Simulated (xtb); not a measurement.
xtb input (GFN1-xTB):

```bash
xtb mol.xyz --gfn 1 --opt tight --chrg 0 --uhf 0
```
mol.xyz:
```
4

Al    -0.00000000     0.00000000     0.00000000
F     -0.00033933     1.63398176     0.02535082
F      1.41503821    -0.81619414    -0.04509083
F     -1.41469888    -0.81778762     0.01974001
```

End of the output:

```
         :::::::::::::::::::::::::::::::::::::::::::::::::::::
         ::                     SUMMARY                     ::
         :::::::::::::::::::::::::::::::::::::::::::::::::::::
         :: total energy             -16.890538346118 Eh    ::
         :: gradient norm              0.000312744305 Eh/a0 ::
         :: HOMO-LUMO gap              5.062885339921 eV    ::
         ::.................................................::
         :: SCC energy               -16.921813237972 Eh    ::
         :: -> electrostatic           0.055018789031 Eh    ::
         :: repulsion energy           0.031789746934 Eh    ::
         :: dispersion energy         -0.000514855081 Eh    ::
         :: halogen bond corr.         0.000000000000 Eh    ::
         :: add. restraining           0.000000000000 Eh    ::
         :: total charge               0.000000000000 e     ::
         :::::::::::::::::::::::::::::::::::::::::::::::::::::

           -------------------------------------------------
          |                Property Printout                |
           -------------------------------------------------

    * Orbital Energies and Occupations

         #    Occupation            Energy/Eh            Energy/eV
      -------------------------------------------------------------
         1        2.0000           -0.8661270             -23.5685
         2        2.0000           -0.8661270             -23.5685
         3        2.0000           -0.8331466             -22.6711
         4        2.0000           -0.5907152             -16.0742
         5        2.0000           -0.5712649             -15.5449
         6        2.0000           -0.5712649             -15.5449
         7        2.0000           -0.5706522             -15.5282
         8        2.0000           -0.5528634             -15.0442
         9        2.0000           -0.5528634             -15.0442
        10        2.0000           -0.5442030             -14.8085
        11        2.0000           -0.5442030             -14.8085
        12        2.0000           -0.5441305             -14.8065 (HOMO)
        13                         -0.3580729              -9.7437 (LUMO)
        14                         -0.0860030              -2.3403
        15                         -0.0830883              -2.2609
        16                         -0.0830883              -2.2609
        17                         -0.0532920              -1.4501
        18                         -0.0189767              -0.5164
        19                         -0.0189767              -0.5164
        20                          0.4436464              12.0722
        21                          0.4436464              12.0722
      -------------------------------------------------------------
                  HL-Gap            0.1860576 Eh            5.0629 eV
             Fermi-level           -0.4511017 Eh          -12.2751 eV

  Mulliken/CM5 charges         n(s)   n(p)   n(d)
     1Al    0.83645  0.78598   0.690  0.961  0.513
     2F    -0.27882 -0.26199   1.773  5.506  0.000
     3F    -0.27882 -0.26199   1.773  5.506  0.000
     4F    -0.27882 -0.26199   1.773  5.506  0.000

Wiberg/Mayer (AO) data.
largest (>0.10) Wiberg bond orders for each atom

 ---------------------------------------------------------------------------
     #   Z sym  total        # sym  WBO       # sym  WBO       # sym  WBO
 ---------------------------------------------------------------------------
     1  13 Al   3.469 --     4 F    1.156     3 F    1.156     2 F    1.156
     2   9 F    1.253 --     1 Al   1.156
     3   9 F    1.253 --     1 Al   1.156
     4   9 F    1.253 --     1 Al   1.156
 ---------------------------------------------------------------------------

Topologies differ in total number of bonds
Note: The following floating-point exceptions are signalling: IEEE_UNDERFLOW_FLAG IEEE_DENORMAL
normal termination of xtb
Writing topology from bond orders to xtbtopo.mol

 dipole moment from electron density (au)
     X       Y       Z
  -0.0000  -0.0000  -0.0000  total (Debye):    0.000

           -------------------------------------------------
          |                Geometry Summary                 |
           -------------------------------------------------

      molecular mass/u    :       83.9767480
   center of mass at/Å    :       -0.0000000      -0.0000000      -0.0000000
  moments of inertia/u·Å² :        0.7455405E+02   0.7455405E+02   0.1491081E+03
rotational constants/cm⁻¹ :        0.2261129E+00   0.2261129E+00   0.1130565E+00

 * 3 selected distances

     #   Z          #   Z                                           value/Å
     1  13 Al       2   9 F                                       1.6174521 (max)
     1  13 Al       3   9 F                                       1.6174521
     1  13 Al       4   9 F                                       1.6174521 (min)

 * 1 distinct bonds (by element types)

   Z      Z             #   av. dist./Å        max./Å        min./Å
   9 F   13 Al          3     1.6174521     1.6174521     1.6174521

optimized geometry written to: xtbopt.xyz

           -------------------------------------------------
          | TOTAL ENERGY              -16.890538346118 Eh   |
          | GRADIENT NORM               0.000312744305 Eh/α |
          | HOMO-LUMO GAP               5.062885339921 eV   |
           -------------------------------------------------

------------------------------------------------------------------------
------------------------------------------------------------------------
 total:
 SCF:
 ANC optimizer:
```
